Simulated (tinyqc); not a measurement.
Worked calculation (part 1 of 3): UHF in the sto-3g basis, for H2O+, spin multiplicity 2. Computed by tinyqc, a small Python program that keeps every step (integrals from PySCF). Settings: charge = 1, multiplicity = 2, basis = sto-3g, energy threshold = 1e-10, iteration cap = 82, orthogonalisation = symmetric, start = random, DIIS depth = 3, damping = 0.2, method = UHF. Command: `OMP_NUM_THREADS=1 python tinyqc.py 27072 27073 out.jsonl` (the two numbers bound the seeds that draw the settings). One thread of a shared host (Intel(R) Xeon(R) Processor @ 2.60GHz), about 0.2 s of CPU time with the checks. Later iterations appear only in the table of the cycle.

## One-electron integrals

Geometry (angstrom):
```
atom        x         y        z
O     0.00000   0.00000  0.00000
H     0.00000   0.76900  0.67000
H     0.00000  -0.76900  0.67000
```

Basis sto-3g: exponents (1/bohr^2) and contraction coefficients of normalised primitives:
```
element  l (shell)   exponent  coefficient
O            s (1)  130.70932      0.15433
O            s (1)   23.80886      0.53533
O            s (1)    6.44361      0.44463
O            s (2)    5.03315     -0.09997
O            s (2)    1.16960      0.39951
O            s (2)    0.38039      0.70012
O            p (3)    5.03315      0.15592
O            p (3)    1.16960      0.60768
O            p (3)    0.38039      0.39196
H            s (1)    3.42525      0.15433
H            s (1)    0.62391      0.53533
H            s (1)    0.16886      0.44463
```

Overlap, kinetic and nuclear-attraction integrals over the contracted functions; the nuclear repulsion is the sum of Za Zb / Rab.

nuclear repulsion = 8.6454420 hartree

overlap S, order 1O 1s, 1O 2s, 1O 2px, 1O 2py, 1O 2pz, 2H 1s, 3H 1s:
$$\begin{pmatrix}
1.00000 & 0.23670 & 0.00000 & 0.00000 & 0.00000 & 0.04649 & 0.04649 \\
0.23670 & 1.00000 & 0.00000 & 0.00000 & 0.00000 & 0.43457 & 0.43457 \\
0.00000 & 0.00000 & 1.00000 & 0.00000 & 0.00000 & 0.00000 & 0.00000 \\
0.00000 & 0.00000 & 0.00000 & 1.00000 & 0.00000 & 0.27964 & -0.27964 \\
0.00000 & 0.00000 & 0.00000 & 0.00000 & 1.00000 & 0.24364 & 0.24364 \\
0.04649 & 0.43457 & 0.00000 & 0.27964 & 0.24364 & 1.00000 & 0.24312 \\
0.04649 & 0.43457 & 0.00000 & -0.27964 & 0.24364 & 0.24312 & 1.00000
\end{pmatrix}$$

kinetic energy T (hartree), order 1O 1s, 1O 2s, 1O 2px, 1O 2py, 1O 2pz, 2H 1s, 3H 1s:
$$\begin{pmatrix}
29.00320 & -0.16801 & 0.00000 & 0.00000 & 0.00000 & -0.00607 & -0.00607 \\
-0.16801 & 0.80813 & 0.00000 & 0.00000 & 0.00000 & 0.10056 & 0.10056 \\
0.00000 & 0.00000 & 2.52873 & 0.00000 & 0.00000 & 0.00000 & 0.00000 \\
0.00000 & 0.00000 & 0.00000 & 2.52873 & 0.00000 & 0.17967 & -0.17967 \\
0.00000 & 0.00000 & 0.00000 & 0.00000 & 2.52873 & 0.15654 & 0.15654 \\
-0.00607 & 0.10056 & 0.00000 & 0.17967 & 0.15654 & 0.76003 & 0.00661 \\
-0.00607 & 0.10056 & 0.00000 & -0.17967 & 0.15654 & 0.00661 & 0.76003
\end{pmatrix}$$

nuclear attraction V (hartree), order 1O 1s, 1O 2s, 1O 2px, 1O 2py, 1O 2pz, 2H 1s, 3H 1s:
$$\begin{pmatrix}
-61.65613 & -7.42870 & 0.00000 & 0.00000 & -0.01796 & -1.49810 & -1.49810 \\
-7.42870 & -10.08040 & 0.00000 & 0.00000 & -0.21559 & -3.46017 & -3.46017 \\
0.00000 & 0.00000 & -9.93506 & 0.00000 & 0.00000 & 0.00000 & 0.00000 \\
0.00000 & 0.00000 & 0.00000 & -10.05790 & 0.00000 & -1.96869 & 1.96869 \\
-0.01796 & -0.21559 & 0.00000 & 0.00000 & -10.02831 & -1.78459 & -1.78459 \\
-1.49810 & -3.46017 & 0.00000 & -1.96869 & -1.78459 & -5.60224 & -1.48467 \\
-1.49810 & -3.46017 & 0.00000 & 1.96869 & -1.78459 & -1.48467 & -5.60224
\end{pmatrix}$$

core Hamiltonian H = T + V (hartree), order 1O 1s, 1O 2s, 1O 2px, 1O 2py, 1O 2pz, 2H 1s, 3H 1s:
$$\begin{pmatrix}
-32.65293 & -7.59671 & 0.00000 & 0.00000 & -0.01796 & -1.50418 & -1.50418 \\
-7.59671 & -9.27227 & 0.00000 & 0.00000 & -0.21559 & -3.35961 & -3.35961 \\
0.00000 & 0.00000 & -7.40633 & 0.00000 & 0.00000 & 0.00000 & 0.00000 \\
0.00000 & 0.00000 & 0.00000 & -7.52917 & 0.00000 & -1.78902 & 1.78902 \\
-0.01796 & -0.21559 & 0.00000 & 0.00000 & -7.49958 & -1.62805 & -1.62805 \\
-1.50418 & -3.35961 & 0.00000 & -1.78902 & -1.62805 & -4.84221 & -1.47806 \\
-1.50418 & -3.35961 & 0.00000 & 1.78902 & -1.62805 & -1.47806 & -4.84221
\end{pmatrix}$$

## Two-electron integrals

Functions are numbered as in S; the eight-fold symmetry (ij|kl) = (ji|kl) = (kl|ij) leaves the list below.

Two-electron integrals (ij|kl) in chemists' order, unique and non-zero (hartree):
```
(11|11) 4.78507    (21|11) 0.74138    (21|21) 0.13687    (22|11) 1.11895
(22|21) 0.25663    (22|22) 0.81721    (31|31) 0.02448    (32|31) 0.03781
(32|32) 0.18052    (33|11) 1.11581    (33|21) 0.25668    (33|22) 0.81702
(33|33) 0.88016    (41|41) 0.02448    (42|41) 0.03781    (42|42) 0.18052
(43|43) 0.04744    (44|11) 1.11581    (44|21) 0.25668    (44|22) 0.81702
(44|33) 0.78527    (44|44) 0.88016    (51|51) 0.02448    (52|51) 0.03781
(52|52) 0.18052    (53|53) 0.04744    (54|54) 0.04744    (55|11) 1.11581
(55|21) 0.25668    (55|22) 0.81702    (55|33) 0.78527    (55|44) 0.78527
(55|55) 0.88016    (61|11) 0.14769    (61|21) 0.02704    (61|22) 0.05038
(61|33) 0.05028    (61|41) 0.00094    (61|42) 0.00176    (61|44) 0.05045
(61|51) 0.00082    (61|52) 0.00154    (61|54) 0.00015    (61|55) 0.05041
(61|61) 0.00541    (62|11) 0.36176    (62|21) 0.08402    (62|22) 0.29652
(62|33) 0.29146    (62|41) 0.00476    (62|42) 0.03645    (62|44) 0.29993
(62|51) 0.00415    (62|52) 0.03176    (62|54) 0.00738    (62|55) 0.29789
(62|61) 0.01693    (62|62) 0.13356    (63|31) 0.00876    (63|32) 0.05111
(63|43) 0.00756    (63|53) 0.00659    (63|63) 0.01896    (64|11) 0.19722
(64|21) 0.04639    (64|22) 0.17483    (64|33) 0.16691    (64|41) 0.01106
(64|42) 0.07145    (64|44) 0.18683    (64|51) 0.00201    (64|52) 0.01772
(64|54) 0.01077    (64|55) 0.17055    (64|61) 0.00976    (64|62) 0.09566
(64|64) 0.08668    (65|11) 0.17183    (65|21) 0.04042    (65|22) 0.15232
(65|33) 0.14542    (65|41) 0.00201    (65|42) 0.01772    (65|44) 0.14960
(65|51) 0.01051    (65|52) 0.06655    (65|54) 0.01120    (65|55) 0.16177
(65|61) 0.00850    (65|62) 0.08334    (65|64) 0.05900    (65|65) 0.07037
(66|11) 0.50354    (66|21) 0.11885    (66|22) 0.48123    (66|33) 0.46181
(66|41) 0.00867    (66|42) 0.09173    (66|44) 0.49458    (66|51) 0.00755
(66|52) 0.07992    (66|54) 0.02855    (66|55) 0.48669    (66|61) 0.02415
(66|62) 0.27365    (66|64) 0.22372    (66|65) 0.19492    (66|66) 0.77461
(71|11) 0.14769    (71|21) 0.02704    (71|22) 0.05038    (71|33) 0.05028
(71|41) -0.00094   (71|42) -0.00176   (71|44) 0.05045    (71|51) 0.00082
(71|52) 0.00154    (71|54) -0.00015   (71|55) 0.05041    (71|61) 0.00533
(71|62) 0.01643    (71|64) 0.00866    (71|65) 0.00826    (71|66) 0.02322
(71|71) 0.00541    (72|11) 0.36176    (72|21) 0.08402    (72|22) 0.29652
(72|33) 0.29146    (72|41) -0.00476   (72|42) -0.03645   (72|44) 0.29993
(72|51) 0.00415    (72|52) 0.03176    (72|54) -0.00738   (72|55) 0.29789
(72|61) 0.01643    (72|62) 0.10962    (72|64) 0.05397    (72|65) 0.06662
(72|66) 0.18574    (72|71) 0.01693    (72|72) 0.13356    (73|31) 0.00876
(73|32) 0.05111    (73|43) -0.00756   (73|53) 0.00659    (73|63) 0.01510
(73|73) 0.01896    (74|11) -0.19722   (74|21) -0.04639   (74|22) -0.17483
(74|33) -0.16691   (74|41) 0.01106    (74|42) 0.07145    (74|44) -0.18683
(74|51) -0.00201   (74|52) -0.01772   (74|54) 0.01077    (74|55) -0.17055
(74|61) -0.00866   (74|62) -0.05397   (74|64) -0.01191   (74|65) -0.03206
(74|66) -0.08082   (74|71) -0.00976   (74|72) -0.09566   (74|74) 0.08668
(75|11) 0.17183    (75|21) 0.04042    (75|22) 0.15232    (75|33) 0.14542
(75|41) -0.00201   (75|42) -0.01772   (75|44) 0.14960    (75|51) 0.01051
(75|52) 0.06655    (75|54) -0.01120   (75|55) 0.16177    (75|61) 0.00826
(75|62) 0.06662    (75|64) 0.03206    (75|65) 0.05497    (75|66) 0.12378
(75|71) 0.00850    (75|72) 0.08334    (75|74) -0.05900   (75|75) 0.07037
(76|11) 0.14616    (76|21) 0.03429    (76|22) 0.13195    (76|33) 0.12867
(76|44) 0.13102    (76|51) 0.00261    (76|52) 0.02405    (76|55) 0.13602
(76|61) 0.00685    (76|62) 0.05990    (76|64) 0.03698    (76|65) 0.04201
(76|66) 0.12896    (76|71) 0.00685    (76|72) 0.05990    (76|74) -0.03698
(76|75) 0.04201    (76|76) 0.03327    (77|11) 0.50354    (77|21) 0.11885
(77|22) 0.48123    (77|33) 0.46181    (77|41) -0.00867   (77|42) -0.09173
(77|44) 0.49458    (77|51) 0.00755    (77|52) 0.07992    (77|54) -0.02855
(77|55) 0.48669    (77|61) 0.02322    (77|62) 0.18574    (77|64) 0.08082
(77|65) 0.12378    (77|66) 0.33808    (77|71) 0.02415    (77|72) 0.27365
(77|74) -0.22372   (77|75) 0.19492    (77|76) 0.12896    (77|77) 0.77461
```

## Orthogonalisation

S = U s U^T; symmetric (Loewdin) form X = U s^(-1/2) U^T, so that X^T S X = 1.

eigenvalues of S: [0.38323, 0.46471, 0.88070, 1.00000, 1.10320, 1.29217, 1.87599]

X, order 1O 1s, 1O 2s, 1O 2px, 1O 2py, 1O 2pz, 2H 1s, 3H 1s:
$$\begin{pmatrix}
1.02393 & -0.14012 & 0.00000 & 0.00000 & -0.00952 & 0.02049 & 0.02049 \\
-0.14012 & 1.20050 & 0.00000 & 0.00000 & 0.09797 & -0.25798 & -0.25798 \\
0.00000 & 0.00000 & 1.00000 & 0.00000 & 0.00000 & 0.00000 & 0.00000 \\
0.00000 & 0.00000 & 0.00000 & 1.08705 & 0.00000 & -0.19845 & 0.19845 \\
-0.00952 & 0.09797 & 0.00000 & 0.00000 & 1.05375 & -0.14204 & -0.14204 \\
0.02049 & -0.25798 & 0.00000 & -0.19845 & -0.14204 & 1.17227 & -0.08732 \\
0.02049 & -0.25798 & 0.00000 & 0.19845 & -0.14204 & -0.08732 & 1.17227
\end{pmatrix}$$

## Starting guess

The start is random orthonormal orbitals; D(s) = C_occ C_occ^T for each spin.

D(alpha) at the start, order 1O 1s, 1O 2s, 1O 2px, 1O 2py, 1O 2pz, 2H 1s, 3H 1s:
$$\begin{pmatrix}
0.57323 & -0.25193 & -0.23739 & -0.37769 & 0.15059 & -0.06027 & -0.13390 \\
-0.25193 & 1.34384 & 0.24189 & -0.24015 & 0.32865 & -0.10253 & -0.64482 \\
-0.23739 & 0.24189 & 0.71327 & 0.06438 & 0.04058 & -0.47030 & -0.04507 \\
-0.37769 & -0.24015 & 0.06438 & 0.62521 & 0.21605 & -0.00232 & 0.22043 \\
0.15059 & 0.32865 & 0.04058 & 0.21605 & 1.07303 & -0.39247 & -0.23026 \\
-0.06027 & -0.10253 & -0.47030 & -0.00232 & -0.39247 & 0.53077 & -0.08369 \\
-0.13390 & -0.64482 & -0.04507 & 0.22043 & -0.23026 & -0.08369 & 1.39623
\end{pmatrix}$$

D(beta) at the start, order 1O 1s, 1O 2s, 1O 2px, 1O 2py, 1O 2pz, 2H 1s, 3H 1s:
$$\begin{pmatrix}
0.57238 & -0.24943 & -0.24518 & -0.38686 & 0.13624 & -0.05332 & -0.11301 \\
-0.24943 & 1.33646 & 0.26488 & -0.21309 & 0.37099 & -0.12303 & -0.70646 \\
-0.24518 & 0.26488 & 0.64160 & -0.01997 & -0.09141 & -0.40638 & 0.14709 \\
-0.38686 & -0.21309 & -0.01997 & 0.52594 & 0.06072 & 0.07291 & 0.44659 \\
0.13624 & 0.37099 & -0.09141 & 0.06072 & 0.82998 & -0.27476 & 0.12361 \\
-0.05332 & -0.12303 & -0.40638 & 0.07291 & -0.27476 & 0.47377 & -0.25507 \\
-0.11301 & -0.70646 & 0.14709 & 0.44659 & 0.12361 & -0.25507 & 0.88103
\end{pmatrix}$$

## Iteration 1: building the Fock matrix

J_ij = sum D_kl (ij|kl) with D = D(alpha) + D(beta), K_ij = sum D_kl (ik|jl) for each spin; F = H + J - K(s); E = tr D H + tr D J / 2 - 0.5 sum_s tr D(s) K(s) + E_nn.

Coulomb J (hartree), order 1O 1s, 1O 2s, 1O 2px, 1O 2py, 1O 2pz, 2H 1s, 3H 1s:
$$\begin{pmatrix}
12.46211 & 2.49611 & 0.00112 & -0.05770 & 0.05764 & 0.49224 & 0.49686 \\
2.49611 & 6.89132 & 0.06728 & -0.17011 & 0.29487 & 2.54745 & 2.63505 \\
0.00112 & 0.06728 & 6.85041 & -0.01058 & -0.01503 & 0.01318 & 0.01941 \\
-0.05770 & -0.17011 & -0.01058 & 6.87998 & 0.00989 & 1.46300 & -1.62207 \\
0.05764 & 0.29487 & -0.01503 & 0.00989 & 6.92907 & 1.41343 & 1.46962 \\
0.49224 & 2.54745 & 0.01318 & 1.46300 & 1.41343 & 4.35984 & 1.20358 \\
0.49686 & 2.63505 & 0.01941 & -1.62207 & 1.46962 & 1.20358 & 4.74739
\end{pmatrix}$$

exchange K(alpha) (hartree), order 1O 1s, 1O 2s, 1O 2px, 1O 2py, 1O 2pz, 2H 1s, 3H 1s:
$$\begin{pmatrix}
2.52265 & 0.39358 & -0.22988 & -0.45607 & 0.18020 & -0.00621 & 0.10377 \\
0.39358 & 1.19005 & -0.00516 & -0.23829 & 0.14288 & 0.43925 & 0.49726 \\
-0.22988 & -0.00516 & 0.88858 & -0.02058 & -0.04455 & -0.14634 & -0.02549 \\
-0.45607 & -0.23829 & -0.02058 & 0.83390 & 0.15385 & 0.19725 & -0.31218 \\
0.18020 & 0.14288 & -0.04455 & 0.15385 & 1.06189 & 0.20299 & 0.26401 \\
-0.00621 & 0.43925 & -0.14634 & 0.19725 & 0.20299 & 0.48764 & 0.18521 \\
0.10377 & 0.49726 & -0.02549 & -0.31218 & 0.26401 & 0.18521 & 0.88637
\end{pmatrix}$$

exchange K(beta) (hartree), order 1O 1s, 1O 2s, 1O 2px, 1O 2py, 1O 2pz, 2H 1s, 3H 1s:
$$\begin{pmatrix}
2.51051 & 0.36471 & -0.21688 & -0.43684 & 0.19838 & -0.01210 & 0.08662 \\
0.36471 & 0.97138 & 0.10320 & -0.05620 & 0.26455 & 0.38096 & 0.27173 \\
-0.21688 & 0.10320 & 0.78809 & -0.11319 & -0.11553 & -0.11535 & 0.07815 \\
-0.43684 & -0.05620 & -0.11319 & 0.62755 & 0.05835 & 0.24366 & -0.07761 \\
0.19838 & 0.26455 & -0.11553 & 0.05835 & 0.91843 & 0.22612 & 0.31970 \\
-0.01210 & 0.38096 & -0.11535 & 0.24366 & 0.22612 & 0.45567 & 0.10465 \\
0.08662 & 0.27173 & 0.07815 & -0.07761 & 0.31970 & 0.10465 & 0.43936
\end{pmatrix}$$

F(alpha) (hartree), order 1O 1s, 1O 2s, 1O 2px, 1O 2py, 1O 2pz, 2H 1s, 3H 1s:
$$\begin{pmatrix}
-22.71347 & -5.49418 & 0.23101 & 0.39837 & -0.14052 & -1.00573 & -1.11109 \\
-5.49418 & -3.57100 & 0.07245 & 0.06818 & -0.06360 & -1.25141 & -1.22183 \\
0.23101 & 0.07245 & -1.44450 & 0.00999 & 0.02952 & 0.15952 & 0.04490 \\
0.39837 & 0.06818 & 0.00999 & -1.48309 & -0.14396 & -0.52327 & 0.47913 \\
-0.14052 & -0.06360 & 0.02952 & -0.14396 & -1.63240 & -0.41761 & -0.42244 \\
-1.00573 & -1.25141 & 0.15952 & -0.52327 & -0.41761 & -0.97000 & -0.45969 \\
-1.11109 & -1.22183 & 0.04490 & 0.47913 & -0.42244 & -0.45969 & -0.98119
\end{pmatrix}$$

F(beta) (hartree), order 1O 1s, 1O 2s, 1O 2px, 1O 2py, 1O 2pz, 2H 1s, 3H 1s:
$$\begin{pmatrix}
-22.70133 & -5.46531 & 0.21800 & 0.37914 & -0.15870 & -0.99984 & -1.09394 \\
-5.46531 & -3.35233 & -0.03592 & -0.11391 & -0.18527 & -1.19313 & -0.99630 \\
0.21800 & -0.03592 & -1.34401 & 0.10261 & 0.10050 & 0.12853 & -0.05874 \\
0.37914 & -0.11391 & 0.10261 & -1.27674 & -0.04846 & -0.56968 & 0.24456 \\
-0.15870 & -0.18527 & 0.10050 & -0.04846 & -1.48894 & -0.44074 & -0.47814 \\
-0.99984 & -1.19313 & 0.12853 & -0.56968 & -0.44074 & -0.93804 & -0.37913 \\
-1.09394 & -0.99630 & -0.05874 & 0.24456 & -0.47814 & -0.37913 & -0.53418
\end{pmatrix}$$

total energy of this density = -52.0522894 hartree

This density is the starting one.

## Iteration 1: diagonalisation and new density

Diagonalise F' = X^T F X, C = X C', fill 5 alpha and 4 beta electrons from the bottom; D(s) = C_occ C_occ^T; the new density keeps 0.2 of the old one (damping). Each column has its largest component positive (the first on a tie).

F' = X^T F X (alpha) (hartree):
$$\begin{pmatrix}
-22.38022 & -2.58683 & 0.23029 & 0.41127 & -0.17069 & -0.13091 & -0.11396 \\
-2.58683 & -2.54053 & 0.00476 & 0.03580 & 0.03099 & -0.44519 & -0.36957 \\
0.23029 & 0.00476 & -1.44450 & -0.01188 & 0.00697 & 0.16295 & 0.02254 \\
0.41127 & 0.03580 & -0.01188 & -1.36069 & -0.15487 & -0.29390 & 0.25978 \\
-0.17069 & 0.03099 & 0.00697 & -0.15487 & -1.59234 & -0.12347 & -0.17953 \\
-0.13091 & -0.44519 & 0.16295 & -0.29390 & -0.12347 & -0.48885 & -0.07889 \\
-0.11396 & -0.36957 & 0.02254 & 0.25978 & -0.17953 & -0.07889 & -0.53733
\end{pmatrix}$$

orbital energies (alpha) (hartree): MO1 -22.72642, MO2 -2.38031, MO3 -1.72084, MO4 -1.46288, MO5 -1.41362, MO6 -0.37928, MO7 -0.26110

coefficients C (alpha), order 1O 1s, 1O 2s, 1O 2px, 1O 2py, 1O 2pz, 2H 1s, 3H 1s:
$$\begin{pmatrix}
0.99764 & -0.25147 & 0.02024 & -0.00704 & 0.01949 & 0.09352 & 0.02991 \\
0.01071 & 1.04607 & -0.07580 & 0.09240 & 0.01724 & -0.65778 & -0.24883 \\
-0.01084 & -0.01860 & -0.11889 & 0.95800 & 0.21974 & 0.08170 & 0.11258 \\
-0.02105 & 0.03372 & 0.50658 & -0.06195 & 0.76594 & 0.23252 & -0.59806 \\
0.00901 & 0.05823 & 0.84116 & 0.25435 & -0.46484 & -0.40567 & -0.06393 \\
-0.00079 & -0.00320 & 0.02554 & -0.18846 & 0.08950 & 0.46752 & 1.11607 \\
-0.00936 & -0.04088 & -0.00667 & 0.01106 & -0.15981 & 1.07243 & -0.57516
\end{pmatrix}$$

F' = X^T F X (beta) (hartree):
$$\begin{pmatrix}
-22.37180 & -2.58086 & 0.22872 & 0.40974 & -0.17466 & -0.13075 & -0.11802 \\
-2.58086 & -2.38914 & -0.08182 & -0.09229 & -0.09066 & -0.41398 & -0.27955 \\
0.22872 & -0.08182 & -1.34401 & 0.07438 & 0.09040 & 0.13489 & -0.06027 \\
0.40974 & -0.09229 & 0.07438 & -1.18552 & -0.03656 & -0.33463 & 0.11507 \\
-0.17466 & -0.09066 & 0.09040 & -0.03656 & -1.42708 & -0.16256 & -0.26683 \\
-0.13075 & -0.41398 & 0.13489 & -0.33463 & -0.16256 & -0.45973 & -0.03613 \\
-0.11802 & -0.27955 & -0.06027 & 0.11507 & -0.26683 & -0.03613 & -0.13227
\end{pmatrix}$$

orbital energies (beta) (hartree): MO1 -22.71328, MO2 -2.25449, MO3 -1.55626, MO4 -1.36433, MO5 -1.14745, MO6 -0.24269, MO7 -0.03105

coefficients C (beta), order 1O 1s, 1O 2s, 1O 2px, 1O 2py, 1O 2pz, 2H 1s, 3H 1s:
$$\begin{pmatrix}
0.99799 & -0.24161 & 0.04525 & -0.00690 & 0.08131 & 0.05697 & 0.05188 \\
0.00944 & 1.03277 & -0.24537 & 0.01504 & -0.29071 & -0.46363 & -0.42064 \\
-0.01014 & 0.05032 & -0.59513 & 0.51691 & 0.60331 & 0.10189 & -0.04029 \\
-0.02000 & 0.18355 & 0.26438 & -0.47492 & 0.75862 & -0.50703 & 0.31356 \\
0.01010 & 0.21583 & 0.68660 & 0.67082 & 0.10395 & -0.25030 & -0.34480 \\
-0.00104 & -0.01605 & 0.11244 & -0.18180 & 0.06132 & 1.20700 & -0.04265 \\
-0.00966 & -0.09343 & 0.05008 & 0.06434 & 0.09794 & -0.08832 & 1.21471
\end{pmatrix}$$

D(alpha) after iteration 1, order 1O 1s, 1O 2s, 1O 2px, 1O 2py, 1O 2pz, 2H 1s, 3H 1s:
$$\begin{pmatrix}
0.96213 & -0.25376 & -0.05628 & -0.07862 & 0.03054 & -0.00917 & -0.02869 \\
-0.25376 & 1.15593 & 0.11378 & -0.04472 & 0.07592 & -0.03743 & -0.16424 \\
-0.05628 & 0.11378 & 0.92717 & 0.05154 & 0.04039 & -0.22514 & -0.02731 \\
-0.07862 & -0.04472 & 0.05154 & 0.80401 & 0.08809 & 0.07399 & -0.05803 \\
0.03054 & 0.07592 & 0.04039 & 0.08809 & 1.00804 & -0.13310 & 0.00917 \\
-0.00917 & -0.03743 & -0.22514 & 0.07399 & -0.13310 & 0.14151 & -0.02987 \\
-0.02869 & -0.16424 & -0.02731 & -0.05803 & 0.00917 & -0.02987 & 0.30122
\end{pmatrix}$$

D(beta) after iteration 1, order 1O 1s, 1O 2s, 1O 2px, 1O 2py, 1O 2pz, 2H 1s, 3H 1s:
$$\begin{pmatrix}
0.95963 & -0.25094 & -0.09125 & -0.11663 & 0.01474 & -0.00332 & -0.01080 \\
-0.25094 & 1.16900 & 0.21752 & 0.05127 & 0.12589 & -0.06213 & -0.22762 \\
-0.09125 & 0.21752 & 0.62753 & -0.31871 & -0.05916 & -0.21063 & 0.02850 \\
-0.11663 & 0.05127 & -0.31871 & 0.36882 & -0.06598 & 0.10510 & 0.06190 \\
0.01474 & 0.12589 & -0.05916 & -0.06598 & 0.94048 & -0.09353 & 0.07055 \\
-0.00332 & -0.06213 & -0.21063 & 0.10510 & -0.09353 & 0.13152 & -0.05466 \\
-0.01080 & -0.22762 & 0.02850 & 0.06190 & 0.07055 & -0.05466 & 0.18858
\end{pmatrix}$$
